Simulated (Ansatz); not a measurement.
Ansatz (a program for electronic structure) input (B3LYP-D3(BJ)/def2-TZVP):

Ansatz 0.2 input:
```yaml
crystal:
  periodic: [false, false, false]
  atoms:
    - {symbol: S, position_ang: [-0.00000000, -0.00000000, -0.95184987]}
    - {symbol: S, position_ang: [0.00000000, 0.00000000, 0.95184987]}
basis:
  gaussian:
    orbitals: def2-TZVP
hamiltonian:
  xc: b3lyp
  dispersion: d3bj
magnetization: {spin_polarized: true, initial_magnetization: 2}
phonons: {temperatures: {t_min: 298.15, t_max: 298.15, t_step: 100}}
```

Output:

```
Functional definition: B3LYP
integrals: 0.01 GiB planned
542 factors; their error is unknown
mean field: 0.23 GiB planned
mean field evaluation 1: about -21671.6512 eV, gradient 6.4e0 eV
mean field evaluation 2: about -21671.7510 eV, gradient 5.7e0 eV
mean field evaluation 4: about -21671.8994 eV, gradient 2.9e-1 eV
mean field evaluation 8: about -21671.9377 eV, gradient 5.3e-4 eV
mean field -21671.93772326 eV, -796.4290215628 hartree, gradient 1.4e-5 eV, S^2 2.008794; 0 other end points of the search recorded, 0 dependent functions left out
the calculation of the forces begins
reference -21671.93788815 eV, -796.4290276223 hartree; 17, 15 occupied and 57, 59 virtual orbitals, 542 factors
these checks for a lower state are left out or cut short: stability, starts, cluster_reference, orbital_swaps, neighbouring_geometries, increment
integrals: 0.01 GiB planned
542 factors; their error is unknown
mean field: 0.23 GiB planned
mean field evaluation 16: about -21671.9377 eV, gradient 5.4e-2 eV
mean field -21671.93772326 eV, -796.4290215629 hartree, gradient 6.9e-7 eV, S^2 2.008794; 0 other end points of the search recorded, 0 dependent functions left out
the calculation of the forces begins
reference -21671.93788815 eV, -796.4290276224 hartree; 17, 15 occupied and 57, 59 virtual orbitals, 542 factors
these checks for a lower state are left out or cut short: stability, starts, cluster_reference, orbital_swaps, neighbouring_geometries, increment
integrals: 0.01 GiB planned
542 factors; their error is unknown
mean field: 0.23 GiB planned
mean field -21671.93772326 eV, -796.4290215629 hartree, gradient 6.9e-7 eV, S^2 2.008794; 0 other end points of the search recorded, 0 dependent functions left out
the calculation of the forces begins
reference -21671.93788815 eV, -796.4290276224 hartree; 17, 15 occupied and 57, 59 virtual orbitals, 542 factors
these checks for a lower state are left out or cut short: stability, starts, cluster_reference, orbital_swaps, neighbouring_geometries, increment
integrals: 0.01 GiB planned
542 factors; their error is unknown
mean field: 0.23 GiB planned
mean field evaluation 32: about -21671.9377 eV, gradient 5.4e-5 eV
mean field -21671.93772326 eV, -796.4290215629 hartree, gradient 6.9e-7 eV, S^2 2.008794; 0 other end points of the search recorded, 0 dependent functions left out
the calculation of the forces begins
reference -21671.93788815 eV, -796.4290276224 hartree; 17, 15 occupied and 57, 59 virtual orbitals, 542 factors
these checks for a lower state are left out or cut short: stability, starts, cluster_reference, orbital_swaps, neighbouring_geometries, increment
integrals: 0.01 GiB planned
542 factors; their error is unknown
mean field: 0.23 GiB planned
mean field -21671.93772326 eV, -796.4290215629 hartree, gradient 6.9e-7 eV, S^2 2.008794; 0 other end points of the search recorded, 0 dependent functions left out
the calculation of the forces begins
reference -21671.93788815 eV, -796.4290276224 hartree; 17, 15 occupied and 57, 59 virtual orbitals, 542 factors
these checks for a lower state are left out or cut short: stability, starts, cluster_reference, orbital_swaps, neighbouring_geometries, increment
integrals: 0.01 GiB planned
542 factors; their error is unknown
mean field: 0.23 GiB planned
mean field -21671.93762603 eV, -796.4290179897 hartree, gradient 1.2e-6 eV, S^2 2.008791; 0 other end points of the search recorded, 0 dependent functions left out
the calculation of the forces begins
reference -21671.93779088 eV, -796.4290240477 hartree; 17, 15 occupied and 57, 59 virtual orbitals, 542 factors
these checks for a lower state are left out or cut short: stability, starts, cluster_reference, orbital_swaps, neighbouring_geometries, increment
integrals: 0.01 GiB planned
542 factors; their error is unknown
mean field: 0.23 GiB planned
mean field -21671.93763227 eV, -796.4290182189 hartree, gradient 1.6e-6 eV, S^2 2.008796; 0 other end points of the search recorded, 0 dependent functions left out
the calculation of the forces begins
reference -21671.93779720 eV, -796.4290242800 hartree; 17, 15 occupied and 57, 59 virtual orbitals, 542 factors
Total energy: -21672.01041041 eV, -796.4316927662 hartree
Atom 0 at    -0.000000    -0.000000    -0.951850 Å, force    -0.000000     0.000000     0.000865 eV/Å
Atom 1 at     0.000000     0.000000     0.951850 Å, force     0.000000    -0.000000    -0.000865 eV/Å
Dipole moment:    -0.000000    -0.000000    -0.000000 e Å
Vibrations: 714.83 cm⁻¹, zero-point energy 0.044314 eV
```
